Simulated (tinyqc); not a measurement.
Inside a calculation (part 2 of 2). Method: coupled-perturbed Hartree-Fock on RHF in the sto-3g basis, for H2O, spin multiplicity 1. Computed by tinyqc, a small Python program that keeps every step (integrals from PySCF). Command: `OMP_NUM_THREADS=1 python tinyqc.py 21337 21338 out.jsonl` (the two numbers bound the seeds that draw the settings). One thread of a shared host (Intel(R) Xeon(R) Processor @ 2.60GHz), about 0.2 s of CPU time with the checks.

Geometry (angstrom):
```
atom         x          y         z
O     0.000000   0.000000  0.000000
H     0.000000   0.878000  0.618000
H     0.000000  -0.877000  0.617000
```

## Response to a field: uncoupled start

orbital energies (hartree): MO1 -20.250268, MO2 -1.213213, MO3 -0.567390, MO4 -0.426620, MO5 -0.383015, MO6 0.487804, MO7 0.630335

dipole integrals <a|y|i> (bohr):
```
           i1         i2        i3         i4        i5
a6  -0.000235  -0.000189  0.951721   0.004790  0.000000
a7   0.055794  -0.099344  0.004559  -0.755532  0.000000
```

Field along y; U_ai = -mu_ai / (e_a - e_i), alpha = -4 sum U_ai mu_ai.

uncoupled U:
```
           i1        i2         i3         i4        i5
a6   0.000011  0.000111  -0.901940  -0.005238  0.000000
a7  -0.002672  0.053887  -0.003806   0.714820  0.000000
```

uncoupled polarisability = 5.616038 bohr^3

## Coupled step 1

Given earlier and not repeated: Two-electron integrals over orbitals (pq|rs).

U_ai = -(mu_ai + sum_bj [4 (ai|bj) - (ab|ij) - (aj|bi)] U_bj) / (e_a - e_i); alpha = -4 sum U_ai mu_ai.

U after step 1:
```
           i1        i2         i3         i4        i5
a6   0.000006  0.000179  -1.132832  -0.006383  0.000000
a7  -0.002049  0.098512  -0.005280   0.924657  0.000000
```

polarisability = 7.146813 bohr^3

## Coupled step 2

As before.

U after step 2:
```
           i1        i2         i3         i4        i5
a6   0.000006  0.000122  -1.191557  -0.006793  0.000000
a7  -0.001891  0.117262  -0.005621   0.989152  0.000000
```

polarisability = 7.572716 bohr^3

## Coupled polarisability

Repeat until U stops changing; compare with -d2E/dF2.

Course of the coupled iterations:
```
step  alpha (bohr^3)
0           5.616038
1           7.146813
2           7.572716
3           7.693346
4           7.728084
5           7.738253
6           7.741283
7           7.742202
8           7.742487
9           7.742578
10          7.742607
11          7.742617
12          7.742621
13          7.742622
14          7.742622
15          7.742623
16          7.742623
17          7.742623
18          7.742623
```

coupled polarisability = 7.742623 bohr^3

finite-field check, fields of +/-0.001 au = 7.742618 bohr^3
